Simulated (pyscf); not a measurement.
H₃Si–GeH₃ → H₂Si=GeH₂ + H₂, an elimination (singlet surface; H–Si, Ge–H broken, H–H formed). PySCF, gas phase, ωB97X-D3(BJ)/def2-SVP geometries. Energies in kJ/mol from the reactant's lowest minimum found.

GFN2-xTB: tblite. 

Problem. In single points GFN2-xTB puts the saddle at 286.9 kJ/mol and the reaction energy at +259.5 kJ/mol. Should these be trusted to within a few kcal/mol? Compare with ωB97M-D3(BJ)/def2-TZVP.

Solution. ωB97M-D3(BJ)/def2-TZVP gives ΔE‡ = 326.9 kJ/mol and ΔE = +211.8 kJ/mol. GFN2-xTB lies 40.0 kJ/mol under it in the barrier and 47.6 kJ/mol over it in the reaction energy, so on this step it does not hold to within 12.6 kJ/mol. ωB97M-D3(BJ)/def2-TZVP has limits of its own. The same reactants have a lower exit, to GeH₂ [singlet] + SiH₄ (highest point, the separated products, at +170.4 kJ/mol at ωB97M-D3(BJ)/def2-TZVP, against +326.9 kJ/mol here). H₂Si=GeH₂ may be a fragile minimum: a first optimisation, from another start, lost the drawn bonds. H₂Si=GeH₂ lies 33.1 kJ/mol over its isomer H₃Si–GeH: [singlet] (electronic energy, ωB97M-D3(BJ)/def2-TZVP). This is the saddle that the search found; another between the same sides may lie lower. In the def2 sets elements up to Kr have no core potential.
